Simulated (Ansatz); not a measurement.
**Bi: from a trial structure to a relaxed crystal**

Computed with DFT PBEsol, scalar-relativistic, plane waves, PAW (Ansatz). Cutoff 420 eV, Γ-centred k mesh, Gaussian smearing, no spin polarisation in the final step.

The start puts Bi on the diamond structure type (Fd-3m, No. 227), at a guessed volume.

```
CELL_PARAMETERS angstrom
0.00000 3.39750 3.39750
3.39750 0.00000 3.39750
3.39750 3.39750 0.00000
ATOMIC_POSITIONS crystal
Bi 0.50000 0.50000 0.50000
Bi 0.75000 0.75000 0.75000
```

Cell and atoms relax at zero pressure; the relaxation can't lower the symmetry of the start. After a coarse first stage the cell is made exact in the group found at 0.06 Å.

Energies count from the standard state of Bi at the same level.

Problem. Describe the relaxed structure.

Solution. It keeps Fd-3m (No. 227). The result has the diamond structure. Conventional cell: a = 7.165 Å. Around Bi lie 4 Bi at 3.10 Å.

```
Bi
1.0
     0.00000    3.58263    3.58263
     3.58263    0.00000    3.58263
     3.58263    3.58263    0.00000
Bi
2
Direct
  0.50000 0.50000 0.50000
  0.75000 0.75000 0.75000
```

Problem. What are its volume, energy, density and gap?

Solution. The volume per atom is 45.98 Å³, the density is 7.55 g/cm³ and the energy over the standard structure is 0.27 eV/atom. The gap on the 14×14×14 mesh is 0 eV (a metal).

The final run used a 14×14×14 mesh on its 2-atom cell and 0.10 eV smearing. For metals, differences of a few meV/atom aren't resolved. Spin–orbit coupling is left out. A structure relaxed within its symmetry needn't be a true minimum. The steps took about 50 core-seconds in all.